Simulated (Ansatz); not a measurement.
**CH₅B (triplet): wave-function methods side by side at distance B1–H4 along a hydrogen transfer = 1.482 Å, cc-pVDZ**

The task here is to estimate one member of a computed series from the others.

The runs use Ansatz 0.2.0, Gaussian basis; cc-pVDZ, core rule «outside noble gas», up to 2 orbitals frozen.

The runs, in order: UHF; CCSD(T) on ROHF; CCSD(T) on UHF; BCCD(T) on ROHF; CISD; CCSDT(Q) on ROHF; CCSDT(Q) on UHF; CASSCF and NEVPT2, 4 electrons in 4 orbitals.

7 further runs of the same task are left out: 6 that didn't finish, 1 set aside as unsound or not needed.

## What is computed

The geometry derives from fragments relaxed apart (PBE0/def2-TZVP) and kept rigid, so it is no stationary point. A hydrogen atom is moved between rigid fragments.

7 atoms, charge 0, spin multiplicity 3.

Atoms are counted from 1 here; the program's logs count them from 0.

Bond lengths: B1–H2 1.193 Å, B1–H3 1.193 Å, C5–H6 1.079 Å, C5–H7 1.079 Å. Angles: H2–B1–H3 120.0°, H6–C5–H7 134.8°.

Geometry (Å):

```csv
atom,x (Å),y (Å),z (Å)
B1,-1.52860,0.00000,0.00000
H2,-2.12533,1.03357,0.00000
H3,-2.12533,-1.03357,0.00000
H4,-0.04660,0.00000,0.00000
C5,1.42740,0.00000,0.00000
H6,1.84187,0.00000,0.99616
H7,1.84187,0.00000,-0.99616
```

The first run:

Contents of in.yaml:

```yaml
crystal:
  periodic: [false, false, false]
  atoms:
    - {symbol: B, position_ang: [-1.528599, 0.000000, 0.000000]}
    - {symbol: H, position_ang: [-2.125332, 1.033571, 0.000000]}
    - {symbol: H, position_ang: [-2.125332, -1.033571, 0.000000]}
    - {symbol: H, position_ang: [-0.046599, 0.000000, 0.000000]}
    - {symbol: C, position_ang: [1.427401, 0.000000, 0.000000]}
    - {symbol: H, position_ang: [1.841869, 0.000000, 0.996161]}
    - {symbol: H, position_ang: [1.841869, 0.000000, -0.996161]}
basis:
  gaussian: {orbitals: cc-pVDZ}
magnetization: {spin_polarized: true, initial_magnetization: 2}
hamiltonian: {xc: hf}
output: {orbitals: {seedname: orbitals}}
```

Launch:

```
ansatz run in.yaml --threads 1 --pin off --events-out ev --progress --plain --max-ram 2393MiB
```

Among the steps run: UHF; CCSD(T) on ROHF; CCSD(T) on UHF; BCCD(T) on ROHF; CISD; CCSDT(Q) on ROHF; CCSDT(Q) on UHF; CASSCF and NEVPT2, 4 electrons in 4 orbitals.

One table of the session follows, with a row left open; its other results are not shown here.

```
     method  from UCCSDT(Q) (kJ/mol)
       ROHF                        ?
        UHF                   +658.3
       RMP2                   +133.0
       UMP2                   +135.7
       CISD                    +70.7
      RCCSD                    +17.1
      UCCSD                    +16.3
   RCCSD(T)                     +3.2
   UCCSD(T)                     +3.3
    BCCD(T)                     +3.3
     RCCSDT                     +0.7
     UCCSDT                     +0.6
  RCCSDT(Q)                     +0.1
  UCCSDT(Q)                        0
CASSCF pair                   +626.8
NEVPT2 pair                   +128.7
```

Q: Estimate the row for ROHF from the others.

The run gave: from UCCSDT(Q) (kJ/mol): +695.4. In the column «from UCCSDT(Q) (kJ/mol)» it is the highest.

Limits of these values: Restricted and unrestricted rows rest on different reference determinants; where their highest levels disagree by more than a few hundredths of an eV, they describe different states and don't form one ladder.
